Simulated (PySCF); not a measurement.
fluorine (F2), SMILES FF.

The structure is a stationary point at B3LYP-D3(BJ)/def2-TZVPD.

Two levels are set side by side: TDDFT-PBE/def2-TZVPD (PySCF) and TDDFT-B3LYP/def2-TZVPD (PySCF). Vertical, same geometry. The lowest singlet is HOMO→LUMO 101 % with PBE and HOMO→LUMO 100 % with the other functional; states are paired by order. Differences are taken from unrounded values.

```tsv
quantity	TDDFT-B3LYP
lowest singlet excitation (eV)	4.56
lowest triplet excitation (TDA) (eV)	3.14
first bright state (f over 0.05) (eV)	12.38
its oscillator strength	0.21
```

Problem. What does TDDFT-PBE give, and how far is it from TDDFT-B3LYP? (An estimate is asked for; the answer gives what the named calculation found.)

Solution. 
| quantity | TDDFT-PBE | TDDFT-PBE minus TDDFT-B3LYP |
|---|---|---|
| lowest singlet excitation (eV) | 4.45 | -0.11 |
| lowest triplet excitation (TDA) (eV) | 3.00 | -0.14 |
| first bright state (f over 0.05) (eV) | 11.60 | -0.78 |
| its oscillator strength | 0.11 | -0.11 |

Rough cost on one machine, each run with all the roots and properties that it gave: TDDFT-B3LYP against TDDFT-PBE about 2 times.
